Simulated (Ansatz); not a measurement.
Geometry optimisation, RKS PBE0/def2-SVP (Ansatz).

Input:

```yaml
crystal:
  periodic: [false, false, false]
  atoms:
    - { symbol: Al, position_ang: [0.270166, 0.035494, -0.056972] }
    - { symbol: "N", position_ang: [0.870909, -0.027857, 1.687676] }
    - { symbol: H, position_ang: [0.414778, -0.097736, 2.592268] }
    - { symbol: H, position_ang: [1.87873, 0.020376, 1.814023] }
    - { symbol: H, position_ang: [1.766119, 0.124797, -0.445848] }
    - { symbol: C, position_ang: [-1.502101, -0.007606, -0.869841] }
    - { symbol: H, position_ang: [-2.043322, -0.937763, -0.63217] }
    - { symbol: H, position_ang: [-2.133031, 0.830479, -0.531773] }
    - { symbol: H, position_ang: [-1.422848, 0.059815, -1.966664] }
basis:
  gaussian: { orbitals: def2-SVP }
hamiltonian:
  xc: pbe0
relax:
  f_tol: 0.03
  max_steps: 50
```

Command:

```bash
$ ansatz run input.yaml --threads 1 --pin off --max-ram 2048MiB --backend cpu --events-out ev --progress --plain --runs-dir out
```

Problem. Where does it end, and by what steps?

Solution. The run converged. The force dipped under the threshold on the way, but the program's further checks kept it going. After 22 steps the energy has fallen by 0.553 eV; H8 moved furthest, 0.76 Å.

| step | energy less start (eV) | largest force component (eV/Å) | accepted |
| --- | --- | --- | --- |
| 0 | 0.0000 | 2.038 | yes |
| 1 | -0.3313 | 0.993 | yes |
| 2 | -0.4854 | 0.465 | yes |
| 3 | -0.5273 | 0.316 | yes |
| 4 | -0.5377 | 0.167 | yes |
| 5 | -0.5385 | 0.076 | yes |
| 6 | -0.5394 | 0.035 | yes |
| 7 | -0.5397 | 0.008 | yes |
| 8 | -0.5268 | 0.525 | no |
| 9 | -0.5399 | 0.025 | yes |
| 10 | -0.5411 | 0.100 | yes |
| 11 | -0.5414 | 0.132 | yes |
| 12 | -0.5425 | 0.116 | yes |
| 13 | -0.5371 | 0.323 | no |
| 14 | -0.5447 | 0.088 | yes |
| 15 | -0.5459 | 0.180 | yes |
| 16 | -0.5475 | 0.115 | yes |
| 17 | -0.5474 | 0.122 | no |
| 18 | -0.5487 | 0.017 | yes |
| 19 | -0.5500 | 0.102 | yes |
| 20 | -0.5509 | 0.134 | yes |
| 21 | -0.5519 | 0.072 | yes |
| 22 | -0.5526 | 0.026 | yes |

```xyz
9
Properties=species:S:1:pos:R:3
Al 0.451 -0.093 -0.071
N 0.786 0.132 1.659
H 0.095 0.301 2.382
H 1.711 0.095 2.075
H 1.716 -0.361 -1.000
C -1.382 -0.023 -0.748
H -1.703 -1.016 -1.111
H -2.111 0.302 0.012
H -1.463 0.663 -1.608
```

Whether the end is a true minimum wasn't checked by a vibrational analysis.

The run took 55 s on 1 thread of Arm Neoverse V1, with other jobs on the host, peak memory 0.13 GiB.
